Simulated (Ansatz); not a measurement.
Multireference treatment of SO3, singlet

Computed with Ansatz's Gaussian-basis code (development build). Basis cc-pVDZ, nonrelativistic, 8 orbitals frozen in the corrections. State-specific CASSCF; RHF is the lowest restricted (open-shell) Hartree–Fock solution met. Solutions may break the symmetry of the shape. The lowest solution met needn't be the lowest there is, nor hold the orbitals that a chemist would pick.

Geometry:

```xyz
4

S     0.0000    0.0000    0.0000
O     1.5568    0.0000    0.0000
O    -0.7784    1.3482    0.0000
O    -0.7784   -1.3482    0.0000
```

Q: What do CASSCF and its corrections give against RHF in CAS(6,4), and what are the occupations?

A: CASSCF -0.846 eV, SC-NEVPT2 -20.205 eV; occupations 2.00, 2.00, 1.93, 0.07.
